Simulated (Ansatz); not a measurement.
Base system: Pt in the fcc (Cu type) structure (space group Fm-3m, No. 225).

```yaml
crystal:
  lattice:
    - [0.00000, 1.98504, 1.98504]
    - [1.98504, 0.00000, 1.98504]
    - [1.98504, 1.98504, 0.00000]
  atoms:
    - { symbol: Pt, position: [0.00000, 0.00000, 0.00000] }
```

Calculations: Ansatz (a first-principles code), PBE, PAW, cutoff 420 eV, without spin-orbit coupling, earlier PAW set.

It is then changed as follows: full substitution Pt → Ir, then cell and atoms are relaxed.

Measured lattice parameter a: Pt 3.913 Å (static lattice; corrected from measurement; as listed in Daniel Mejia-Rodriguez, S. B. Trickey, Phys. Rev. B (2018)); Ir 3.831 Å (static lattice; corrected from measurement; as listed in Daniel Mejia-Rodriguez, S. B. Trickey, Phys. Rev. B (2018)).

Question: How well does PBE reproduce the measured shift?

Answer: With PBE the lattice parameter a moves by -0.100 Å (3.970 → 3.871) against -0.082 Å measured.

Whether these cells are dynamically stable was not tested. The final runs are not spin-polarised.
